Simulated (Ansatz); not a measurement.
A made-up structure of C2H5N, closed shell:

```json
{"atom": "C1", "x (Å)": "0.4460", "y (Å)": "0.3134", "z (Å)": "-0.5584"}
{"atom": "N2", "x (Å)": "-0.7103", "y (Å)": "0.7486", "z (Å)": "-0.7893"}
{"atom": "C3", "x (Å)": "0.6237", "y (Å)": "-0.5640", "z (Å)": "0.5681"}
{"atom": "H4", "x (Å)": "-1.5216", "y (Å)": "0.5109", "z (Å)": "-0.2186"}
{"atom": "H5", "x (Å)": "-0.8623", "y (Å)": "1.3713", "z (Å)": "-1.5828"}
{"atom": "H6", "x (Å)": "-0.3029", "y (Å)": "-0.7592", "z (Å)": "1.1277"}
{"atom": "H7", "x (Å)": "1.0362", "y (Å)": "-1.5141", "z (Å)": "0.2180"}
{"atom": "H8", "x (Å)": "1.3651", "y (Å)": "-0.1306", "z (Å)": "1.2447"}
```

It is relaxed with PBE-D4/def2-SVP and then PBE0-D4/def2-TZVP (Ansatz 0.2.0). Atoms count as bonded within 1.22 times the sum of their covalent radii (H–H: 0.88 Å). The end point is not checked to be a true minimum.

(1) Does its bonding change? (A judgement: the text doesn't fix the answer.)

Results:

(1) By the calculation: No: no bond forms or breaks.

Where it ends: The first stage lowers the energy by 0.22 eV in 5 steps. It ends as C₂H₅N ([CH3][C][NH2]):
```
atom    x (Å)    y (Å)    z (Å)
  C1   0.5148   0.3337  -0.6133
  N2  -0.7021   0.7537  -0.7979
  C3   0.6166  -0.5637   0.5680
  H4  -1.4960   0.4975  -0.2013
  H5  -0.9194   1.3717  -1.5651
  H6  -0.3276  -0.7471   1.1137
  H7   1.0336  -1.5220   0.2445
  H8   1.3540  -0.1476   1.2609
```

Labels in which every atom is bracketed show which atoms are joined, not bond orders.

For scale, one of the runs: PBE0-D4/def2-TZVP relaxation, 123 basis functions, launched by `ansatz run in.yaml --threads 2 --pin off --events-out ev --progress --plain --max-ram 4352MiB`. Hardware: 2 CPU threads of an Arm Neoverse V2, shared host. Wall time about 14 s.
